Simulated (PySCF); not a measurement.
## Frontier orbitals and the lowest excitations

C4H10P2.
Z-matrix (Å and degrees, GFN2-xTB geometry), rows numbered from 1:
```
C 
C   1  1.3213
C   2  1.4875  1  123.88
P   3  1.8780  2  109.84  1   106.57
C   4  1.8556  3   97.49  2  -172.13
P   4  2.1757  3   97.02  2   -73.26
H   1  1.0787  2  121.44  3     1.62
H   1  1.0765  2  122.08  3  -178.67
H   2  1.0825  1  120.59  3   177.81
H   3  1.0939  2  110.66  1  -136.01
H   3  1.0936  2  111.06  1   -14.27
H   5  1.0889  4  108.82  3   -74.33
H   5  1.0890  4  108.87  3   167.54
H   5  1.0891  4  111.53  3    46.74
H   6  1.3913  4   93.12  3    85.15
H   6  1.3931  4   92.55  3   177.54
```

Computed with TDDFT CAM-B3LYP/def2-SVPD, vertical, gas phase, core orbitals frozen in the response in PySCF 2.14.0, density-fitted response routines.

Kohn–Sham orbitals with the atoms that hold most of them (Löwdin shares over 4%, at most four atoms; ? is withheld):

```csv
orbital,ε (eV),atoms
LUMO+2,1.56,"P4 19%, P6 18%, C5 16%, H13 8%"
LUMO+1,1.15,"C2 28%, C1 27%, P4 9%, C3 6%"
LUMO,1.09,?
HOMO,-7.52,"P4 48%, P6 29%, C3 7%, C5 6%"
HOMO-1,-8.75,?
HOMO-2,-9.91,"P6 43%, P4 24%, C5 7%, H16 6%"
HOMO-3,-10.35,"P6 29%, P4 22%, C5 18%, H15 8%"
```

**Question.** Which atoms hold the LUMO, and with what shares?

**Answer.** P6 (bonded to P and 2 H) 25%; P4 (bonded to 2 C and P) 19%; C5 (bonded to P and 3 H) 13%; C3 (bonded to C, P and 2 H) 7%. By element: phosphorus 45%, carbon 20% or more.

**Question.** Give the leading atoms of the HOMO-1.

**Answer.** C1 (bonded to C and 2 H) 33%; C2 (bonded to 2 C and H) 29%; C3 (bonded to C, P and 2 H) 10%; P4 (bonded to 2 C and P) 8%. By element: carbon 72% or more, phosphorus 8% or more.

**Question.** How does S1 compare with the orbital gap of 8.61 eV?

**Answer.** S1 is at 5.60 eV (f = 0.145), 3.00 eV below the gap, made of HOMO→LUMO (87%). 

**Question.** One configuration dominates each of S1 and S2. Which, and how do the shares of the two leading atoms of either orbital change from the occupied to the empty one?

**Answer.** 
- S1 (5.60 eV, f 0.145), HOMO→LUMO (87%): P4 48% → 19%, P6 29% → 25%
- S2 (5.86 eV, f 0.0048), HOMO→LUMO+1 (90%): P4 48% → 9%, P6 29% → at most 6%, C2 at most 7% → 28%, C1 at most 7% → 27%

Löwdin shares depend on the basis, the more so with diffuse functions.

One conformer stands for the species.
